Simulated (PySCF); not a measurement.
Species: (chloromethyl)cyclopropane, C₄H₇Cl.
Atom-mapped SMILES: `[Cl:1][CH2:2][CH:3]1[CH2:4][CH2:5]1` (hydrogens: H6, H7 on C2; H8 on C3; H9, H10 on C4; H11, H12 on C5)

The same species was optimised twice, with GFN2-xTB and with PBE0-D3(BJ)/def2-SVP (PySCF), and the same property calculations (PySCF, gas phase) were run on both structures.

```json
{"coordinate": "C4–H9 (Å)", "GFN2-xTB": "1.079", "PBE0-D3(BJ)/def2-SVP": "1.094", "change": "+0.015"}
{"coordinate": "C5–H12 (Å)", "GFN2-xTB": "1.079", "PBE0-D3(BJ)/def2-SVP": "1.094", "change": "+0.015"}
{"coordinate": "C5–H11 (Å)", "GFN2-xTB": "1.079", "PBE0-D3(BJ)/def2-SVP": "1.093", "change": "+0.014"}
{"coordinate": "C4–H10 (Å)", "GFN2-xTB": "1.079", "PBE0-D3(BJ)/def2-SVP": "1.093", "change": "+0.014"}
{"coordinate": "C3–H8 (Å)", "GFN2-xTB": "1.083", "PBE0-D3(BJ)/def2-SVP": "1.095", "change": "+0.012"}
{"coordinate": "C2–H6 (Å)", "GFN2-xTB": "1.090", "PBE0-D3(BJ)/def2-SVP": "1.099", "change": "+0.009"}
{"coordinate": "C2–H7 (Å)", "GFN2-xTB": "1.091", "PBE0-D3(BJ)/def2-SVP": "1.099", "change": "+0.008"}
{"coordinate": "C2–C3 (Å)", "GFN2-xTB": "1.500", "PBE0-D3(BJ)/def2-SVP": "1.495", "change": "-0.005"}
{"coordinate": "C4–C5 (Å)", "GFN2-xTB": "1.496", "PBE0-D3(BJ)/def2-SVP": "1.499", "change": "+0.003"}
{"coordinate": "C3–C4 (Å)", "GFN2-xTB": "1.500", "PBE0-D3(BJ)/def2-SVP": "1.497", "change": "-0.003"}
{"coordinate": "Cl1–C2 (Å)", "GFN2-xTB": "1.794", "PBE0-D3(BJ)/def2-SVP": "1.796", "change": "+0.002"}
{"coordinate": "C3–C5 (Å)", "GFN2-xTB": "1.502", "PBE0-D3(BJ)/def2-SVP": "1.504", "change": "+0.002"}
{"coordinate": "H6–C2–H7 (°)", "GFN2-xTB": "109.9", "PBE0-D3(BJ)/def2-SVP": "108.5", "change": "-1.4"}
{"coordinate": "Cl1–C2–C3 (°)", "GFN2-xTB": "110.5", "PBE0-D3(BJ)/def2-SVP": "111.8", "change": "+1.3"}
{"coordinate": "C4–C3–H8 (°)", "GFN2-xTB": "117.3", "PBE0-D3(BJ)/def2-SVP": "116.6", "change": "-0.7"}
{"coordinate": "C5–C3–H8 (°)", "GFN2-xTB": "117.4", "PBE0-D3(BJ)/def2-SVP": "116.8", "change": "-0.6"}
{"coordinate": "C2–C3–H8 (°)", "GFN2-xTB": "113.7", "PBE0-D3(BJ)/def2-SVP": "114.2", "change": "+0.5"}
{"coordinate": "H9–C4–H10 (°)", "GFN2-xTB": "113.7", "PBE0-D3(BJ)/def2-SVP": "114.1", "change": "+0.4"}
{"coordinate": "C3–C4–H9 (°)", "GFN2-xTB": "117.8", "PBE0-D3(BJ)/def2-SVP": "117.4", "change": "-0.4"}
{"coordinate": "C3–C4–H10 (°)", "GFN2-xTB": "118.3", "PBE0-D3(BJ)/def2-SVP": "118.0", "change": "-0.3"}
{"coordinate": "Cl1–C2–C3–C4 (°)", "GFN2-xTB": "-81", "PBE0-D3(BJ)/def2-SVP": "-79", "change": "+2"}
```

Rotational constants: A = 11781, B = 2066, C = 1901 MHz (GFN2-xTB) against A = 11737, B = 2054, C = 1890 MHz (PBE0-D3(BJ)/def2-SVP). Point groups within 0.08 Å: C1 and C1. Atoms that the bonding makes alike are paired by their places after alignment.

On the GFN2-xTB structure: HOMO (eV) -8.18 [PBE0/pcSseg-1]; LUMO (eV) 0.94 [PBE0/pcSseg-1]; dipole (D) 2.24 [PBE0/pcSseg-1]; GIAO shielding of Cl1 (ppm) 845.6 [PBE0/pcSseg-1]; GIAO shielding of C2 (ppm) 129.7 [PBE0/pcSseg-1]; GIAO shielding of C3 (ppm) 169.3 [PBE0/pcSseg-1]; GIAO shielding of C4/C5 (mean) (ppm) 178.9 [PBE0/pcSseg-1].

What do these properties become on the PBE0-D3(BJ)/def2-SVP structure?

```
                                    property          level  on GFN2-xTB  on PBE0-D3(BJ)/def2-SVP  change
                                   HOMO (eV)  PBE0/pcSseg-1        -8.18                    -8.21   -0.03
                                   LUMO (eV)  PBE0/pcSseg-1         0.94                     0.92   -0.02
                                  dipole (D)  PBE0/pcSseg-1         2.24                     2.24    0.00
energy, GFN2-xTB geometry as zero (kcal/mol)  PBE0/pcSseg-1          0.0                     -0.2    -0.2
                 GIAO shielding of Cl1 (ppm)  PBE0/pcSseg-1        845.6                    845.0    -0.6
                  GIAO shielding of C2 (ppm)  PBE0/pcSseg-1        129.7                    128.3    -1.4
                  GIAO shielding of C3 (ppm)  PBE0/pcSseg-1        169.3                    168.7    -0.6
        GIAO shielding of C4/C5 (mean) (ppm)  PBE0/pcSseg-1        178.9                    176.5    -2.4
```

The heavy atoms differ by 0.015 Å rms after alignment (one structure mirrored). Among all bonds C4–H9, C4–H10, C5–H11 and C5–H12 change most and about equally (+0.014 to +0.015 Å). Changes are differences of the printed values. Neither structure is proved a minimum here.

The values belong to the conformer `[Cl:1][CH2:2][CH:3]1[CH2:4][CH2:5]1`: Cl1–C2–C3–C4 -79°.
